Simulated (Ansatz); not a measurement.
A made-up structure of CH4BN, closed shell:

```tsv
atom	x (Å)	y (Å)	z (Å)
C1	-0.6724	0.4697	-0.5468
B2	0.3742	-0.2615	0.3040
N3	1.2184	-0.8508	0.9905
H4	0.8484	-0.9496	1.9359
H5	-0.2219	0.8732	-1.4561
H6	-1.1143	1.2997	0.0085
H7	1.8936	-1.3230	1.5400
```

It is relaxed with PBE-D4/def2-SVP and then PBE0-D4/def2-TZVP (Ansatz 0.2.0). Atoms count as bonded within 1.22 times the sum of their covalent radii (H–H: 0.88 Å). The end point is not checked to be a true minimum.

Q: Does its bonding change? (Judge from chemistry; the calculation decides.)

A: The calculation gives: No: no bond forms or breaks.

Where it ends: The first stage lowers the energy by 3.36 eV in 10 steps. It ends as CH₄BN ([CH2][B][NH2]):
```
atom    x (Å)    y (Å)    z (Å)
  C1  -0.3926   0.6971  -0.4421
  B2   0.3417  -0.1164   0.4075
  N3   1.0641  -0.9169   1.2433
  H4   0.6593  -1.6838   1.7542
  H5  -0.5133   0.4719  -1.4955
  H6  -0.8833   1.5995  -0.0960
  H7   2.0500  -0.7936   1.4046
```

Labels in which every atom is bracketed show which atoms are joined, not bond orders.

For scale, one of the runs: PBE0-D4/def2-TZVP relaxation, 117 basis functions, launched by `ansatz run in.yaml --threads 2 --pin off --events-out ev --progress --plain --max-ram 4352MiB`. The run took about 8 s on 2 CPU threads of an Arm Neoverse V1 (shared host).
